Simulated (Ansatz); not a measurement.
# C4H7NO, SMILES N=C/C=C/CO: a single point from an input written key by key

Computed with the Python package of Ansatz (0.2.0).

Contents of `c4h7no.yaml`:
```yaml
crystal:
  periodic: [false, false, false]
  atoms:
    - { symbol: "N", position_ang: [2.5231, 1.0614, 0.2636] }
    - { symbol: C, position_ang: [2.1538, -0.1472, 0.0129] }
    - { symbol: C, position_ang: [0.7779, -0.6697, 0.1363] }
    - { symbol: C, position_ang: [-0.2688, 0.064, -0.2694] }
    - { symbol: C, position_ang: [-1.683, -0.4069, -0.1992] }
    - { symbol: O, position_ang: [-2.4055, 0.4556, 0.6619] }
    - { symbol: H, position_ang: [1.7268, 1.6228, 0.5826] }
    - { symbol: H, position_ang: [2.9099, -0.8879, -0.2973] }
    - { symbol: H, position_ang: [0.6735, -1.6714, 0.5372] }
    - { symbol: H, position_ang: [-0.109, 1.05, -0.6986] }
    - { symbol: H, position_ang: [-1.7604, -1.4251, 0.1944] }
    - { symbol: H, position_ang: [-2.1449, -0.3886, -1.1911] }
    - { symbol: H, position_ang: [-2.3935, 1.3431, 0.2666] }
basis:
  gaussian: { orbitals: def2-SVP }
hamiltonian:
  xc: pbe
output:
  forces: true
```

Typed at the interpreter:
```pycon
>>> import ansatz
>>> import numpy as np
>>> session = ansatz.Session.from_deck("c4h7no.yaml")
>>> rep = session.plan(threads=1).execute().report
>>> print("reference energy %16.6f eV" % rep["reference_energy_ev"])
reference energy     -7782.105713 eV
>>> print("total energy     %16.6f eV" % rep["free_energy_ev"])
total energy         -7782.105713 eV
>>> print("occupied orbitals outside the frozen core (up, down):", rep["n_occupied"], " frozen:", rep["n_frozen"], " virtual:", rep["n_virtual"])
occupied orbitals outside the frozen core (up, down): [23, 23]  frozen: 0  virtual: [96, 96]
>>> symbols = ["N", "C", "C", "C", "C", "O", "H", "H", "H", "H", "H", "H", "H"]
>>> state = rep["mean_field"]["state"]
>>> print(f"mean field: {state['energy']['hartree']:.7f} Ha, <S^2> = {abs(state['spin_squared']):.4f}, stability: {state.get('stability', {}).get('kind')}")
mean field: -285.9871100 Ha, <S^2> = 0.0000, stability: minimum
>>> print("forces (eV/A)")
forces (eV/A)
>>> for symbol, f in zip(symbols, rep["forces_ev_ang"]):
...     print(f"  {symbol:2s} {f[0]:9.4f} {f[1]:9.4f} {f[2]:9.4f}")
...
  N     0.8408   -0.5019   -0.4411
  C    -0.3387    0.5481    0.5809
  C     0.8003    0.6672   -0.3182
  C    -0.4730   -1.0192    0.0336
  C     0.0570    0.9401    0.2405
  O    -0.4846   -0.0438    0.6016
  H    -0.4629    0.1536    0.1616
  H     0.3829   -0.0824   -0.0690
  H    -0.2584   -0.7088    0.1166
  H     0.1407    0.5817   -0.2581
  H    -0.0081   -0.3984    0.2305
  H    -0.1815   -0.2398   -0.8086
  H    -0.0145    0.1036   -0.0704
>>> charges = rep["charge_distribution"]
>>> print("dipole moment", round(4.803205 * float(np.linalg.norm(charges["dipole_moment_e_ang"])), 3), "D")
dipole moment 2.184 D
>>> print("Mulliken:", [(s, round(q, 3)) for s, q in zip(symbols, charges["mulliken_charges_e"])])
Mulliken: [('N', -0.11), ('C', -0.041), ('C', -0.01), ('C', -0.108), ('C', 0.239), ('O', -0.295), ('H', 0.087), ('H', 0.027), ('H', 0.014), ('H', 0.006), ('H', 0.017), ('H', 0.013), ('H', 0.159)]
```

Total energies depend on the basis set; only differences at equal settings carry meaning. The geometry is a force-field or estimated start, not a minimum of this method, and the basis set is short of its limit. Wall time of the script: 4 s on 1 thread of Arm Neoverse V2, with other jobs on the host, peak memory 0.2 GiB.
